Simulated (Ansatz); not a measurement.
System: PH₂ (charge 0, doublet). 
Coordinates optimised at B3LYP-D3(BJ)/def2-TZVP (Ansatz, an electronic-structure program):
SMILES: [PH2]
```xyz
3

P      0.0052    -0.0015     0.1165
H     -0.0501     1.0329    -0.8596
H     -0.0274    -1.0099    -0.8876
```
Charge 0, spin multiplicity 2.

Basis-set convergence of Hartree-Fock and CCSD(T) correlation energies (hartree) with Ansatz. Valence correlation only, unless marked. UHF or UKS for open shells. Spin-orbit coupling is left out. No relativistic terms.

```json
[
 {"basis": "cc-pV(D+d)Z", "functions": "33", "E(HF)": "-341.87582", "E(corr, CCSD(T))": "-0.13768"},
 {"basis": "cc-pV(T+d)Z", "functions": "67", "E(HF)": "-341.88871", "E(corr, CCSD(T))": "-0.16983"},
 {"basis": "cc-pV(Q+d)Z", "functions": "124", "E(HF)": "-341.89218", "E(corr, CCSD(T))": "-0.17876"},
 {"basis": "cc-pV(5+d)Z", "functions": "210", "E(HF)": "-341.89284", "E(corr, CCSD(T))": "-0.18166"}
]
```

Extrapolating the two largest sets (X = 4 and 5) as X^-3: E(corr) = (125·(-0.18166) - 64·(-0.17876))/61 = -0.1847 Eh, an estimate of the basis-set limit. The largest set recovers 98.4 % of it, the smallest 74.5 %.
